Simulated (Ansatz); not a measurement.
`OC/N=C\F` + H₂ → `C/N=C\F` + H₂O at 400 K and 1 bar (hydrogenolysis of a C–O bond).

Program: Ansatz. Geometries: PBE0-D4/def2-TZVP. ΔE: electronic, gas phase. CBS: MP2 limit from def2 TZ/QZ plus the TZ coupled-cluster correction, frozen cores. This one scheme is used for every species. Double bonds are as drawn, so ΔE can hold a change between cis and trans. One conformer a species, not always the lowest.

| species | CCSD(T)/CBS energy (Eh) | H − E (kJ/mol) | S (J/(mol·K)) |
| --- | --- | --- | --- |
| `OC/N=C\F` | -308.14320 | 201.1 | 339.2 |
| H₂ | -1.17544 | 38.0 | 139.0 |
| `C/N=C\F` | -232.97538 | 183.2 | 308.3 |
| H₂O | -76.37941 | 69.8 | 198.6 |

H − E and S are ideal-gas, rigid-rotor, harmonic terms from PBE0-D4/def2-TZVP, for one conformer and one mirror image of each species. The MP2-based limit puts H₂ 0.8 mEh under its directly extrapolated value; such offsets cancel only in part. 1 Eh = 2625.50 kJ/mol, R = 8.31446 J/(mol·K).

Question: By hand: ΔE, ΔH, ΔS and ΔG.

Answer: ΔE = (-232.97538) + (-76.37941) − (-308.14320) − (-1.17544) = -0.03615 Eh = -94.9 kJ/mol. Δ(H − E) = 183.2 + 69.8 − 201.1 − 38.0 = 13.9, so ΔH = -81.0 kJ/mol. ΔS = 308.3 + 198.6 − 339.2 − 139.0 = 28.7 J/(mol·K). ΔG = -81.0 − 400 × (28.7)/1000 = -92.5 kJ/mol.

Question: By hand: the equilibrium constant, and the temperature at which ΔG would vanish if ΔH and ΔS stayed fixed.

Answer: log₁₀ K = −ΔG/(RT ln 10) = 12.1. ΔH and −TΔS have one sign here, so there is no such temperature.

ΔH outweighs TΔS. A doubt of 5 kJ/mol in ΔE shifts log₁₀ K by 0.7 here. Other conformers and mirror images would add mixing entropy, several J/(mol·K) or more a flexible species. Modes under 60 cm⁻¹, often nearly free rotors, make the harmonic entropy too high. These are equilibria of isolated gas molecules and say nothing of rates. Largest T1 diagnostic: 0.013 (customary marks: 0.02 for closed shells, 0.045 for open ones).
